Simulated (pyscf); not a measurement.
**Addition across a multiple bond or ene-type step: H₂C=S + H₂S → H₃C–S–SH**

Gas phase, singlet surface, charge 0. Bonds broken: S5–H6. Bonds formed: C1–H6, S2–S5. Optimised with ωB97X-D3(BJ)/def2-SVP in PySCF. Correlated levels are frozen-core, on RHF or UHF. ΔMP2 is the change of the MP2 total energy from the triple- to the quadruple-zeta basis.

Transition state (Å):

```xyz
7

C      0.1927     0.5149     0.1243
S      0.0427    -0.0573    -1.4432
H      1.1893     0.5503     0.5840
H     -0.5568     1.2190     0.5095
S     -0.8532    -2.1659    -0.3983
H     -0.3406    -0.8733     0.4255
H     -2.1179    -1.6976    -0.4218
```

One imaginary mode, 2355i cm⁻¹; descent along it reached the two sides named.

```tsv
bond	change	reactant side (Å)	saddle	product side
S5–H6	breaks	1.346	1.616	3.1
C1–H6	forms	3.9	1.517	1.099
S2–S5	forms	3.8	2.518	2.061
```

Electronic energies relative to the separated reactants (kcal/mol):

```tsv
level	barrier	reaction energy	reverse barrier
ωB97X-D3(BJ)/def2-TZVP	43.9	-34.6	78.4
PBE/def2-TZVP	30.9	-31.7	62.5
r²SCAN/def2-TZVP	35.3	-32.6	67.9
B3LYP-D3(BJ)/def2-TZVP	39.4	-29.9	69.4
PBE0-D3(BJ)/def2-TZVP	36.0	-34.9	70.9
M06-2X/def2-TZVP	42.7	-31.5	74.3
ωB97M-D3(BJ)/def2-TZVP	44.4	-30.0	74.4
HF/def2-TZVP	70.8	-24.3	95.0
MP2/def2-QZVPP	41.0	-30.1	71.1
CCSD/def2-TZVPP	51.3	-25.9	77.3
CCSD(T)/def2-TZVPP	46.0	-25.8	71.8
CCSD(T)/def2-TZVPP + ΔMP2(QZVPP)	44.9	-27.3	72.3
```

With CCSD(T)/def2-TZVPP + ΔMP2(QZVPP) energies and thermal terms (ideal gas, 1 atm, RRHO with modes under 100 cm⁻¹ raised to 100, one conformer, R ln 2 for rigid chiral ones), in kcal/mol:

| T (K) | ΔH‡ | ΔG‡ | ΔH | ΔG |
|---|---|---|---|---|
| 298 | 43.9 | 54.0 | -23.5 | -13.7 |
| 600 | 44.3 | 64.0 | -23.1 | -4.0 |
| 900 | 45.1 | 73.7 | -22.3 | +5.5 |
| 1200 | 46.0 | 83.1 | -21.4 | +14.6 |

From the product side, H₃C–S• + SH• lies, by one bond made or cut, 6.9 kcal/mol under this saddle at ωB97M-D3(BJ). The same reactants have a lower exit, to HS–CH₂–SH (barrier +26.7 kcal/mol at ωB97M-D3(BJ), against +44.4 kcal/mol here). One saddle was located; it need not be the lowest between these sides. The CCSD(T) − MP2 part came from Ansatz, without density fitting, on the same reference.
